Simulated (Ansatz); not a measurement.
C5H11Cl (`CC(C)C(C)Cl`) at its PBE0-D4/def2-TZVP geometry, where that method's forces vanish. The species carries charge 0 and has multiplicity 1.

```xyz
17

C    -0.1901   -0.2017   -1.9076
C    -0.0891    0.3511   -0.4940
C    -1.4797    0.4561    0.1250
C     0.8266   -0.4963    0.3849
C     0.9294   -0.0397    1.8224
Cl    2.4942   -0.5180   -0.3097
H     0.7867   -0.2666   -2.3866
H    -0.6307   -1.2040   -1.8981
H    -0.8305    0.4354   -2.5215
H     0.3491    1.3558   -0.5387
H    -1.4745    0.9838    1.0794
H    -2.1471    0.9977   -0.5487
H    -1.9126   -0.5365    0.2868
H     0.5021   -1.5397    0.3429
H    -0.0318   -0.1512    2.3281
H     1.2312    1.0090    1.8742
H     1.6667   -0.6351    2.3610
```

(1) What forces (eV/Å) does r2SCAN-D4/def2-TZVPP give on these atoms in Ansatz 0.2.0? (Best estimate.)

Results:

(1) Ansatz gave: 
```
C1  -0.003 -0.045 -0.154
C2   0.057  0.117 -0.030
C3  -0.146  0.021  0.076
C4  -0.209 -0.099  0.095
C5   0.015  0.030  0.139
Cl6  0.291 -0.003 -0.118
H7  -0.024  0.001  0.009
H8   0.003  0.008  0.007
H9   0.006 -0.013  0.010
H10  0.011  0.011  0.005
H11 -0.003 -0.009 -0.018
H12  0.012 -0.013  0.007
H13  0.009  0.004 -0.001
H14 -0.013 -0.012 -0.005
H15  0.015 -0.003 -0.010
H16 -0.006 -0.010 -0.006
H17 -0.014  0.014 -0.008
```
